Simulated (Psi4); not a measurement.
# C4N2 (2-butynedinitrile): r2SCAN/cc-pVDZ, part 2 of 2

Psi4 1.11. Earlier steps stand in the parts before.

## (3) The triplet at the same level

c4n2.xyz

```xyz
6
C4N2
N      0.017130    -3.020460     0.788950
C      0.010700    -1.902840     0.497280
C      0.003160    -0.583760     0.152900
C     -0.003500     0.583960    -0.152150
C     -0.010740     1.902850    -0.497210
N     -0.016750     3.020250    -0.789760
```

run.py

```python
import psi4

psi4.set_memory('2200 MB')
psi4.set_num_threads(1)
psi4.set_output_file('run.log', False)

with open('c4n2.xyz') as f:
    atoms = ''.join(f.readlines()[2:])
geom = psi4.geometry('0 3\n' + atoms + 'symmetry c1\nno_reorient\nno_com')

psi4.set_options({
    'basis': 'cc-pVDZ',
    'reference': 'uks',
    'puream': True,
    'e_convergence': 1e-09,
    'd_convergence': 1e-08,
    'scf_type': 'pk',
    'dft_radial_points': 99,
    'dft_spherical_points': 590,
    'maxiter': 100,
})

e_tot, wfn = psi4.energy('R2SCAN', molecule=geom, return_wfn=True)
psi4.oeprop(wfn, 'WIBERG_LOWDIN_INDICES', 'QUADRUPOLE', 'MULLIKEN_CHARGES')
print('E =', round(e_tot, 9))
```

The run is started by

```sh
$ python run.py
```

run.log:

```text
h
    h
    h

    -----------------------------------------------------------------------

   => Loading Basis Set <=

    Name: CC-PVDZ
    Role: ORBITAL
    Keyword: BASIS

         ---------------------------------------------------------
                                   SCF
                              UKS Reference
                        1 Threads,   2098 MiB Core
         ---------------------------------------------------------

  ==> Geometry <==

    Molecular point group: c1
    Full point group: C1

    Geometry (in Angstrom), charge = 0, multiplicity = 3:

       Center              X                  Y                   Z               Mass
    ------------   -----------------  -----------------  -----------------  -----------------
         N            0.017130000000    -3.020460000000     0.788950000000    14.003074004430
         C            0.010700000000    -1.902840000000     0.497280000000    12.000000000000
         C            0.003160000000    -0.583760000000     0.152900000000    12.000000000000
         C           -0.003500000000     0.583960000000    -0.152150000000    12.000000000000
         C           -0.010740000000     1.902850000000    -0.497210000000    12.000000000000
         N           -0.016750000000     3.020250000000    -0.789760000000    14.003074004430

  Running in c1 symmetry.

  Rotational constants: A = 1606671.80534  B =      0.04501  C =      0.04501 [cm^-1]
  Rotational constants: A = 48166808972.11784  B =   1349.39750  C =   1349.39747 [MHz]
  Nuclear repulsion =  144.352590511131694

  Charge       = 0
  Multiplicity = 3
  Electrons    = 38
  Nalpha       = 20
  Nbeta        = 18

  ==> Algorithm <==

  SCF Algorithm Type is PK.
  DIIS enabled.
  MOM disabled.
  Fractional occupation disabled.
  Guess Type is SAD.
  Energy threshold   = 1.00e-09
  Density threshold  = 1.00e-08
  Integral threshold = 1.00e-12

  ==> Primary Basis <==

  Basis Set: CC-PVDZ
    Blend: CC-PVDZ
    Number of shells: 36
    Number of basis functions: 84
    Number of Cartesian functions: 90
    Spherical Harmonics?: true
    Max angular momentum: 2

  ==> DFT Potential <==

   => LibXC <=

    Version 7.1.2

   => Composite Functional: R2SCAN <=

    r2SCAN Meta-GGA XC Functional  (0.1021/acs.jpclett.0c02405)

    Deriv               =              1
    GGA                 =           TRUE
    Meta                =           TRUE

    Exchange Hybrid     =          FALSE
    MP2 Hybrid          =          FALSE

   => Exchange Functionals <=

    1.0000   XC_MGGA_X_R2SCAN

   => Correlation Functionals <=

    1.0000   XC_MGGA_C_R2SCAN

   => LibXC Density Thresholds  <==

    XC_MGGA_C_R2SCAN:  1.00E-15
    XC_MGGA_X_R2SCAN:  1.00E-11

   => Molecular Quadrature <=

    Radial Scheme          =       TREUTLER
    Pruning Scheme         =           NONE
    Nuclear Scheme         =       TREUTLER

    Blocking Scheme        =         OCTREE
    BS radius alpha        =              1
    Pruning alpha          =              1
    Radial Points          =             99
    Spherical Points       =            590
    Total Points           =         326874
    Total Blocks           =           2386
    Max Points             =            256
    Max Functions          =             84
    Weights Tolerance      =       1.00E-15

  ==> Integral Setup <==

  Using in-core PK algorithm.
   Calculation information:
      Number of atoms:                   6
      Number of AO shells:              36
      Number of primitives:            132
      Number of atomic orbitals:        90
      Number of basis functions:        84

      Integral cutoff                 1.00e-12
      Number of threads:                 1

  Performing in-core PK
  Using 12748470 doubles for integral storage.
  We computed 183990 shell quartets total.
  Whereas there are 222111 unique shell quartets.

  ==> DiskJK: Disk-Based J/K Matrices <==

    J tasked:                  Yes
    K tasked:                   No
    wK tasked:                  No
    Memory [MiB]:              379
    Schwarz Cutoff:          1E-12

  Cached 50.0% of DFT collocation blocks in 0.778 [GiB].

  Minimum eigenvalue in the overlap matrix is 8.2373738477E-05.
  Reciprocal condition number of the overlap matrix is 2.0445715521E-05.
    Using symmetric orthogonalization.

  ==> Pre-Iterations <==

  SCF Guess: Superposition of Atomic Densities via on-the-fly atomic UHF (no occupation information).

   -------------------------
    Irrep   Nso     Nmo
   -------------------------
     A         84      84
   -------------------------
    Total      84      84
   -------------------------

  ==> Iterations <==

                        Total Energy        Delta E     RMS |[F,P]|

   @UKS iter SAD:  -260.94421189288903   -2.60944e+02   0.00000e+00
   @UKS iter   1:  -261.36958706126558   -4.25375e-01   6.71647e-03 DIIS/ADIIS
   @UKS iter   2:  -261.34848394045520    2.11031e-02   7.73500e-03 DIIS/ADIIS
   @UKS iter   3:  -261.40039635118507   -5.19124e-02   6.32285e-03 DIIS/ADIIS
   @UKS iter   4:  -261.54711338137292   -1.46717e-01   1.22745e-03 DIIS/ADIIS
   @UKS iter   5:  -261.55317622717888   -6.06285e-03   3.48787e-04 DIIS/ADIIS
   @UKS iter   6:  -261.55377374183212   -5.97515e-04   5.70553e-05 DIIS
   @UKS iter   7:  -261.55382079499907   -4.70532e-05   1.97202e-05 DIIS
   @UKS iter   8:  -261.55382554153550   -4.74654e-06   1.01257e-05 DIIS
   @UKS iter   9:  -261.55382502842332    5.13112e-07   1.59118e-05 DIIS
   @UKS iter  10:  -261.55382638455029   -1.35613e-06   1.27591e-06 DIIS
   @UKS iter  11:  -261.55382640988626   -2.53360e-08   4.80587e-07 DIIS
   @UKS iter  12:  -261.55382640989041   -4.14957e-12   5.94387e-07 DIIS
   @UKS iter  13:  -261.55382641157865   -1.68825e-09   1.00481e-07 DIIS
   @UKS iter  14:  -261.55382641163209   -5.34328e-11   7.33734e-08 DIIS
   @UKS iter  15:  -261.55382641165528   -2.31921e-11   2.93260e-08 DIIS
   @UKS iter  16:  -261.55382641165897   -3.69482e-12   1.00105e-08 DIIS
   @UKS iter  17:  -261.55382641165937   -3.97904e-13   9.45811e-09 DIIS
  Energy and wave function converged.

  ==> Post-Iterations <==

   Electrons on quadrature grid:
      Nalpha   =   19.9999999865 ; deviation = -1.346e-08
      Nbeta    =   17.9999999897 ; deviation = -1.031e-08
      Ntotal   =   37.9999999762 ; deviation = -2.377e-08

   @Spin Contamination Metric:   2.232773242E-02
   @S^2 Expected:                2.000000000E+00
   @S^2 Observed:                2.022327732E+00
   @S   Expected:                1.000000000E+00
   @S   Observed:                1.000000000E+00

    Orbital Energies [Eh]
    ---------------------

    Alpha Occupied:

       1A    -14.234610     2A    -14.234603     3A    -10.165997
       4A    -10.163901     5A    -10.145427     6A    -10.145378
       7A     -0.944223     8A     -0.941848     9A     -0.857425
      10A     -0.721822    11A     -0.638198    12A     -0.454012
      13A     -0.427911    14A     -0.403213    15A     -0.385788
      16A     -0.385672    17A     -0.383615    18A     -0.348179
      19A     -0.320258    20A     -0.177951

    Alpha Virtual:

      21A     -0.146010    22A     -0.011230    23A      0.005577
      24A      0.084950    25A      0.122084    26A      0.148290
      27A      0.148354    28A      0.191157    29A      0.296645
      30A      0.382861    31A      0.384261    32A      0.399364
      33A      0.459092    34A      0.466911    35A      0.472585
      36A      0.551885    37A      0.558392    38A      0.580918
      39A      0.644262    40A      0.687174    41A      0.709500
      42A      0.788650    43A      0.820872    44A      0.836262
      45A      0.837788    46A      0.841592    47A      0.854847
      48A      0.885341    49A      0.903983    50A      0.961703
      51A      0.977691    52A      0.978017    53A      0.980191
      54A      1.001867    55A      1.101613    56A      1.132966
      57A      1.133697    58A      1.256022    59A      1.330317
      60A      1.344797    61A      1.375169    62A      1.404822
      63A      1.408818    64A      1.489863    65A      1.618897
      66A      1.673222    67A      1.692532    68A      1.836500
      69A      1.838190    70A      1.859191    71A      1.860888
      72A      1.977379    73A      2.093350    74A      2.111877
      75A      2.265276    76A      2.585486    77A      2.602972
      78A      2.736832    79A      2.818344    80A      3.011920
      81A      3.030333    82A      3.038348    83A      3.108024
      84A      3.247935

    Beta Occupied:

       1A    -14.222751     2A    -14.222746     3A    -10.156176
       4A    -10.154052     5A    -10.146880     6A    -10.146831
       7A     -0.921096     8A     -0.919011     9A     -0.820051
      10A     -0.700713    11A     -0.627680    12A     -0.423465
      13A     -0.394267    14A     -0.381665    15A     -0.367830
      16A     -0.366231    17A     -0.362159    18A     -0.310011

    Beta Virtual:

      19A     -0.270423    20A     -0.135778    21A     -0.100143
      22A      0.009127    23A      0.030006    24A      0.109746
      25A      0.154209    26A      0.158097    27A      0.190510
      28A      0.208692    29A      0.310049    30A      0.398279
      31A      0.407054    32A      0.419227    33A      0.471810
      34A      0.476095    35A      0.487990    36A      0.564118
      37A      0.575652    38A      0.592503    39A      0.650609
      40A      0.724098    41A      0.741598    42A      0.809114
      43A      0.850701    44A      0.866601    45A      0.868983
      46A      0.870746    47A      0.875856    48A      0.913636
      49A      0.929286    50A      0.983767    51A      0.991542
      52A      0.993053    53A      0.996605    54A      1.019225
      55A      1.111577    56A      1.148341    57A      1.152777
      58A      1.270907    59A      1.352541    60A      1.365760
      61A      1.399441    62A      1.449267    63A      1.454753
      64A      1.505774    65A      1.636215    66A      1.699974
      67A      1.712961    68A      1.879535    69A      1.884261
      70A      1.901499    71A      1.906132    72A      2.006738
      73A      2.120125    74A      2.134128    75A      2.292270
      76A      2.608471    77A      2.624665    78A      2.755137
      79A      2.832717    80A      3.037714    81A      3.049841
      82A      3.050072    83A      3.122710    84A      3.265788

    Final Occupation by Irrep:
              A
    DOCC [    18 ]
    SOCC [     2 ]
    NA   [    20 ]
    NB   [    18 ]

  @UKS Final Energy:  -261.55382641165937

   => Energetics <=

    Nuclear Repulsion Energy =            144.3525905111316945
    One-Electron Energy =                -636.7142383659338520
    Two-Electron Energy =                 266.0250320704697629
    DFT Exchange-Correlation Energy =     -35.2172106273269634
    Empirical Dispersion Energy =           0.0000000000000000
    VV10 Nonlocal Energy =                  0.0000000000000000
    Total Energy =                       -261.5538264116593723

  UHF NO Occupations:
  HONO-2 :   18  A 1.9950483
  HONO-1 :   19  A 1.0000000
  HONO-0 :   20  A 1.0000000
  LUNO+0 :   21  A 0.0049517
  LUNO+1 :   22  A 0.0034621
  LUNO+2 :   23  A 0.0006283
  LUNO+3 :   24  A 0.0005815

Computation Completed

Properties will be evaluated at   0.000000,   0.000000,   0.000000 [a0]

Properties computed using the SCF density matrix

 Multipole Moments:

 ------------------------------------------------------------------------------------
     Multipole            Electronic (a.u.)      Nuclear  (a.u.)        Total (a.u.)
 ------------------------------------------------------------------------------------

 L = 1.  Multiply by 2.5417464519 to convert [e a0] to [Debye]
 Dipole X            :         -0.0009355            0.0007181           -0.0002174
 Dipole Y            :          0.0005308           -0.0003968            0.0001339
 Dipole Z            :          0.0018744           -0.0014173            0.0004571
 Magnitude           :                                                    0.0005235

 ------------------------------------------------------------------------------------

	total time  =        119 seconds =       1.98 minutes

Properties will be evaluated at   0.000000,   0.000000,   0.000000 [a0]
OEProp: No title given, name of density matrix used for the following properties is 'SCF alpha density'

 Multipole Moments:

 ------------------------------------------------------------------------------------
     Multipole            Electronic (a.u.)      Nuclear  (a.u.)        Total (a.u.)
 ------------------------------------------------------------------------------------

 L = 1.  Multiply by 2.5417464519 to convert [e a0] to [Debye]
 Dipole X            :         -0.0009355            0.0007181           -0.0002174
 Dipole Y            :          0.0005308           -0.0003968            0.0001339
 Dipole Z            :          0.0018744           -0.0014173            0.0004571
 Magnitude           :                                                    0.0005235

 L = 2.  Multiply by 1.3450342976 to convert [e a0^2] to [Debye ang]
 Quadrupole XX       :        -23.3943052            0.0197495          -23.3745556
 Quadrupole XY       :          3.5835244           -3.5154309            0.0680935
 Quadrupole XZ       :         -0.9324922            0.9186996           -0.0137926
 Quadrupole YY       :       -661.2289916          625.8511089          -35.3778826
 Quadrupole YZ       :        166.6926321         -163.5570988            3.1355333
 Quadrupole ZZ       :        -66.9439833           42.7432891          -24.2006941
 Traceless XX        :        227.1281215         -222.8516330            4.2764885
 Traceless YY        :       -410.7065649          402.9797264           -7.7268385
 Traceless ZZ        :        183.5784434         -180.1280934            3.4503500

 ------------------------------------------------------------------------------------
  Mulliken Charges: (a.u.)
   Center  Symbol    Alpha    Beta     Spin     Total
       1     N     3.78530  3.27279  0.51251 -0.05810
       2     C     3.11930  3.21420 -0.09490 -0.33350
       3     C     3.09540  2.51301  0.58238  0.39159
       4     C     3.09536  2.51301  0.58235  0.39162
       5     C     3.11931  3.21420 -0.09489 -0.33351
       6     N     3.78532  3.27278  0.51254 -0.05810

   Total alpha = 20.00000, Total beta = 18.00000, Total charge = -0.00000

  Wiberg Bond Indices using Orthogonal Lowdin Orbitals:

  Total Bond Index:
  Irrep: 1 Size: 6 x 6

                 1                   2                   3                   4                   5

    1     0.00000000000000     2.85933942889045     0.28534759873890     0.10769992226920     0.04383620098272
    2     2.85933942889045     0.00000000000000     1.60717661512114     0.21494333776096     0.04625499601390
    3     0.28534759873890     1.60717661512114     0.00000000000000     2.11361625605408     0.21495461300982
    4     0.10769992226920     0.21494333776096     2.11361625605408     0.00000000000000     1.60721613337934
    5     0.04383620098272     0.04625499601390     0.21495461300982     1.60721613337934     0.00000000000000
    6     0.05598398070282     0.04383510825444     0.10770720036503     0.28535529235297     2.85929394756010

                 6

    1     0.05598398070282
    2     0.04383510825444
    3     0.10770720036503
    4     0.28535529235297
    5     2.85929394756010
    6     0.00000000000000

  Alpha Contribution:
  Irrep: 1 Size: 6 x 6

                 1                   2                   3                   4                   5

    1     0.00000000000000     1.45829144661808     0.12120873142848     0.05327862983391     0.02403082695534
    2     1.45829144661808     0.00000000000000     0.84174343133298     0.10688098579713     0.02875651339328
    3     0.12120873142848     0.84174343133298     0.00000000000000     1.13499133622150     0.10688535999677
    4     0.05327862983391     0.10688098579713     1.13499133622150     0.00000000000000     0.84176228814445
    5     0.02403082695534     0.02875651339328     0.10688535999677     0.84176228814445     0.00000000000000
    6     0.02660439050532     0.02403039953972     0.05328164330806     0.12121130207426     1.45827331272557

                 6

    1     0.02660439050532
    2     0.02403039953972
    3     0.05328164330806
    4     0.12121130207426
    5     1.45827331272557
    6     0.00000000000000

  Beta Contribution:
  Irrep: 1 Size: 6 x 6

                 1                   2                   3                   4                   5

    1     0.00000000000000     1.40104798227236     0.16413886731041     0.05442129243529     0.01980537402738
    2     1.40104798227236     0.00000000000000     0.76543318378816     0.10806235196383     0.01749848262063
    3     0.16413886731041     0.76543318378816     0.00000000000000     0.97862491983258     0.10806925301305
    4     0.05442129243529     0.10806235196383     0.97862491983258     0.00000000000000     0.76545384523489
    5     0.01980537402738     0.01749848262063     0.10806925301305     0.76545384523489     0.00000000000000
    6     0.02937959019750     0.01980470871471     0.05442555705697     0.16414399027870     1.40102063483453

                 6

    1     0.02937959019750
    2     0.01980470871471
    3     0.05442555705697
    4     0.16414399027870
    5     1.40102063483453
    6     0.00000000000000

  Atomic Valences:

 #  #
 Irrep: 1
      1:    3.352207131584086
      2:    4.771549486040892
      3:    4.328802283288973
      4:    4.328830941816546
      5:    4.771555890945880
      6:    3.352175529235357
```

The script printed:

```text
E = -261.553826412
```

Wall time 2 min (1 thread of Intel Xeon at 2.50GHz (Skylake/Cascade Lake), shared host); peak memory 1.1 GiB.

## (4) Outcome

The summary covers parts 1 to 2.

Level: r2SCAN/cc-pVDZ.

```
                                        quantity          value
                           singlet: total energy  -261.68545 Eh
                          singlet: dipole moment         0.00 D
                            singlet: HOMO energy       -8.46 eV
                            singlet: LUMO energy       -3.86 eV
                          singlet: HOMO–LUMO gap        4.60 eV
                           triplet: total energy  -261.55383 Eh
                          triplet: dipole moment         0.00 D
     triplet: HOMO energy (highest over α and β)       -4.84 eV
                                   triplet: ⟨S²⟩          2.022
vertical energy of the triplet above the singlet       3.582 eV
```

In words: At this shape the triplet lies 3.58 eV (346 kJ/mol) above the singlet.
